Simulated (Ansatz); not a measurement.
## Which is lower?

The two ends of one reaction step of SiH4ClF, singlet (PBE0-D4/def2-TZVP).

A:

```json
{"atom": "Si1", "x (Å)": "-0.9236", "y (Å)": "-0.5214", "z (Å)": "0.0684"}
{"atom": "F2", "x (Å)": "-0.0082", "y (Å)": "0.1957", "z (Å)": "1.1536"}
{"atom": "H3", "x (Å)": "-0.3971", "y (Å)": "-0.1955", "z (Å)": "-1.2703"}
{"atom": "H4", "x (Å)": "-0.9413", "y (Å)": "-1.9667", "z (Å)": "0.3626"}
{"atom": "Cl5", "x (Å)": "-2.8178", "y (Å)": "0.2067", "z (Å)": "0.2267"}
{"atom": "H6", "x (Å)": "2.3109", "y (Å)": "1.1092", "z (Å)": "0.0194"}
{"atom": "H7", "x (Å)": "2.7770", "y (Å)": "1.1720", "z (Å)": "-0.5605"}
```

B:

Si1  (-0.188, -0.414, -0.874)
F2  (1.068, 0.635, 2.206)
H3  (-0.927, -0.671, -2.130)
H4  (-0.106, -1.632, -0.041)
Cl5  (-1.280, 1.002, 0.183)
H6  (0.285, 0.925, 1.799)
H7  (1.148, 0.156, -1.143)
(Å)

Computed with Ansatz 0.2.0 (basis: def2-TZVPP); correlated methods freeze the cores. B3LYP uses VWN-RPA correlation.

Question: Which structure is lower at CCSD(T), and by how much? (To be estimated.)

Answer: The calculation gives: A, by 1.090 eV (electronic energy, against the other). By their contacts, A is a complex of SiH₂ClF ([F][SiH2][Cl]) + H₂ and B is a complex of SiH₃Cl ([SiH3][Cl]) + HF.

All methods give the same order:

| method | E(B) − E(A) (eV) |
| --- | --- |
| SPW92 | 0.929 |
| PBE-D4 | 1.005 |
| BLYP-D4 | 1.109 |
| r2SCAN-D4 | 1.148 |
| B97M-V | 1.168 |
| PBE0-D4 | 1.009 |
| B3LYP-D4 | 1.104 |
| r2SCAN0-D4 | 1.116 |
| BHLYP-D4 | 1.126 |
| CAM-B3LYP-D4 | 1.118 |
| wB97X-V | 1.097 |
| wB97M-V | 1.111 |
| B2PLYP | 1.135 |
| PBE-QIDH | 1.070 |
| RPA on PBE | 1.092 |
| HF | 1.182 |
| MP2 | 1.137 |
| CCSD | 1.090 |
| CCSD(T) | 1.090 |

No T1 diagnostic of these runs exceeds 0.010.

Labels in which every atom is bracketed show which atoms are joined, not bond orders.

For scale, one of the runs: CCSD(T)/def2-TZVPP, 171 basis functions, launched by `ansatz run in.yaml --threads 2 --pin off --events-out ev --progress --plain --max-ram 4352MiB`. Hardware: 2 CPU threads of an Arm Neoverse V1, shared host. Wall time 26 s; peak host memory 1.4 GiB.
